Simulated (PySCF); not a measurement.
**Ionisation energy of He by level of theory**

He 1s2 (1S) → He+ 1s1 (2S), as a difference of total energies. Calculation: PySCF 2.14, in aug-cc-pVQZ with one added diffuse shell each of s, p, d, f type (6s5p4d3f, 62 functions); the non-relativistic Hamiltonian (point nucleus). Correlated levels: valence: nothing frozen. The calculations carry no spin-orbit coupling.

| method | ionisation energy (eV) | error (eV) |
| --- | --- | --- |
| UHF | 23.448 | -1.139 |
| LDA | 24.304 | -0.283 |
| PBE | 24.468 | -0.119 |
| PBE0 | 24.448 | -0.139 |
| r2SCAN | 24.622 | +0.035 |
| B3LYP | 24.941 | +0.354 |
| CAM-B3LYP | 24.804 | +0.217 |
| TPSSh | 24.732 | +0.145 |
| M06-L | 24.693 | +0.106 |
| MP2 (valence) | 24.421 | -0.166 |
| SCS-MP2 (valence) | 24.615 | +0.028 |

Reference: 24.587 eV (measured; NIST Atomic Spectra Database, ionization energies).

Errors of the correlated levels include the incompleteness of this basis.
